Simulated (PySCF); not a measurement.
**The first ionisation energy along group 16**

All values are computed (PySCF 2.14, energy differences of UHF-based or UKS calculations, no spin-orbit coupling). Values in eV. The last column holds reference values (NIST; (s) semi-empirical, (t) theoretical, else measured). Unmarked ones compare directly (S terms, centres of terms, or small fine structure); those marked * lie between the lowest fine-structure levels and include a spin-orbit shift.

| element | configurations | UHF | MP2 (valence) | SCS-MP2 (valence) | reference |
| --- | --- | --- | --- | --- | --- |
| O (x2c-TZVPall, spin-free X2C) | [He] 2s2 2p4 → [He] 2s2 2p3 | 12.007 | 13.249 | 13.344 | 13.608 |
| S (x2c-TZVPall, spin-free X2C) | [Ne] 3s2 3p4 → [Ne] 3s2 3p3 | 9.221 | 9.945 | 10.019 | 10.336 |
| Se (x2c-TZVPall, spin-free X2C) | [Ar] 3d10 4s2 4p4 → [Ar] 3d10 4s2 4p3 | 8.543 | 9.217 | 9.282 | 9.635 |
| Te (x2c-TZVPall, spin-free X2C) | [Kr] 4d10 5s2 5p4 → [Kr] 4d10 5s2 5p3 | 7.751 | 8.336 | 8.388 | 8.749 |

Q: Which of these methods has the smallest mean absolute error against the measured values here?

A: SCS-MP2 (valence), with 0.324 eV.

| method | elements | mean error (eV) | mean absolute error (eV) | largest error (eV) |
| --- | --- | --- | --- | --- |
| UHF | 4 | -1.202 | 1.202 | -1.601 |
| MP2 (valence) | 4 | -0.395 | 0.395 | -0.418 |
| SCS-MP2 (valence) | 4 | -0.324 | 0.324 | -0.361 |

Errors include the incompleteness of the basis and the frozen core.

"Valence" correlates the outer s and p shells and, in groups 3 to 12 and the f block, the outer d or f shell, open or full, or the next shell where the ion has no valence electron left; the wider scheme adds the next inner shell.
